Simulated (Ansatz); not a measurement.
# BH4−: small, medium and large basis sets

How large a basis does BH4− need? Two functionals are run in growing sets.

Computed with Ansatz 0.2.0, Gaussian basis. Level: one geometry, several basis sets.

Levels to be run: PBE0-D4/def2-SVPD; ωB97M-V/def2-SVPD; PBE0-D4/def2-QZVPPD; ωB97M-V/def2-QZVPPD; the functionals' def2-TZVPPD values are taken from earlier runs.

## (1) The geometry

The geometry comes from an earlier relaxation with PBE0-D4 in a triple-zeta def2 set; it is a stationary point.

SMILES `[BH4-]`, 5 atoms, charge -1, spin multiplicity 1.

Atoms are counted from 1 here; the program's logs count them from 0.

Bond lengths: B1–H2 1.240 Å, B1–H3 1.240 Å, B1–H4 1.240 Å, B1–H5 1.240 Å. Angles: H2–B1–H3 109.5°, H2–B1–H4 109.5°, H2–B1–H5 109.5°, H3–B1–H4 109.5°, H3–B1–H5 109.5°, H4–B1–H5 109.5°.

## (2) PBE0-D4 in def2-SVPD

The input, in.yaml:

```yaml
crystal:
  periodic: [false, false, false]
  atoms:
    - {symbol: B, position_ang: [0.000014, 0.000009, -0.000003]}
    - {symbol: H, position_ang: [0.690103, 1.006040, 0.219693]}
    - {symbol: H, position_ang: [0.733091, -0.997303, -0.067705]}
    - {symbol: H, position_ang: [-0.606117, 0.140811, -1.072152]}
    - {symbol: H, position_ang: [-0.817091, -0.149547, 0.920166]}
basis:
  gaussian: {orbitals: def2-SVPD}
total_charge: -1
hamiltonian: {xc: pbe0, dispersion: d4}
output: {orbitals: {seedname: orbitals}}
```

On the command line:

```console
ansatz run in.yaml --threads 2 --pin off --events-out ev --progress --plain --max-ram 32768MiB --backend cpu
```

The runs that follow: ωB97M-V in def2-SVPD; PBE0-D4 in def2-QZVPPD; ωB97M-V in def2-QZVPPD.

Before running them: what should the planned runs give, taken together? Wanted: PBE0-D4: double and triple zeta above quadruple; ωB97M-V: double and triple zeta above quadruple.

**Answer**, as computed:

| quantity | value |
| --- | --- |
| PBE0-D4: double and triple zeta above quadruple | 0.90, 0.07 eV |
| ωB97M-V: double and triple zeta above quadruple | 1.04, 0.07 eV |

**Reading.** For PBE0-D4 the step from double to triple zeta gains 0.84 eV and the next only 0.07 eV. Total energies overstate the basis error of differences, where much of it tends to cancel. The LUMO of ωB97M-V is positive and keeps falling with the basis (5.52 to 4.76 eV): an unbound level that the basis holds in place.
